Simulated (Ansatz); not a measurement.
A nudged elastic band was laid between two geometries of ClH3Si (5 atoms, charge 0, multiplicity 1).

Level of theory: RKS r2SCAN-D4/def2-TZVP in Ansatz.

```yaml
movable_images: 7
climbing_image: yes
spring: 5.0 eV/Å²
optimiser: quadratic models (default)
start_path: through a guess of the saddle point
force_threshold: 0.03 eV/Å
iteration_limit: 60
end_points: relaxed
```

Image 0:

```xyz
5
Properties=species:S:1:pos:R:3
Si 0.240 -0.006 0.170
H 0.228 -0.035 1.648
H 1.630 -0.035 -0.334
H -0.461 1.199 -0.326
Cl -0.746 -1.670 -0.527
```

Image 8:

```xyz
5
Properties=species:S:1:pos:R:3
Si 0.209 0.085 -0.819
H 0.819 0.141 1.176
H 1.407 -0.107 0.724
H -0.641 1.003 0.051
Cl -0.904 -1.668 -0.501
```

**Question.** Which bonds break or form, and what moves?

**Answer.** Bonds broken: Si1–H2, Si1–H3. Bonds formed: H2–H3. ClH3Si becomes ClHSi + H2.

**Question.** Give the energies along the band, and the barrier.

**Answer.** The run converged. The highest image is number 5 of 0 to 8, 2.67 eV above the first end and 0.45 eV above the last; the last end lies 2.22 eV above the first. A vibrational analysis at the climbing image gives one clearly imaginary mode, 1130i cm⁻¹: a first-order saddle point. The orbitals stay closed-shell, which can raise the energy where a bond breaks towards radicals; this wasn't checked here.

```
image  path coordinate (Å)  energy (eV)  Si1–H2 (Å)  Si1–H3 (Å)  H2–H3 (Å)
    0                 0.00         0.00        1.48        1.48       2.43
    1                 0.26         0.17        1.45        1.48       2.20
    2                 0.52         0.71        1.44        1.47       1.95
    3                 0.78         1.54        1.48        1.46       1.70
    4                 1.04         2.35        1.56        1.47       1.46
    5                 1.29         2.67        1.67        1.51       1.20
    6                 1.51         2.48        1.76        1.60       0.97
    7                 1.72         2.25        1.91        1.77       0.82
    8                 1.94         2.22        2.09        1.96       0.78
```

**Question.** What is the geometry of the highest image?

**Answer.** 
```xyz
5
Properties=species:S:1:pos:R:3
Si 0.273 0.015 -0.485
H 0.542 0.102 1.157
H 1.477 -0.092 0.427
H -0.554 1.155 -0.013
Cl -0.847 -1.727 -0.455
```

**Question.** What are the harmonic wavenumbers there?

**Answer.** 1130i, 527, 552, 643, 700, 1040, 1592, 2154, 2228 cm⁻¹.

Run time: 49 s on 2 threads of Intel(R) Xeon(R) 6975P-C (Granite Rapids) (shared host), peak memory 0.17 GiB.
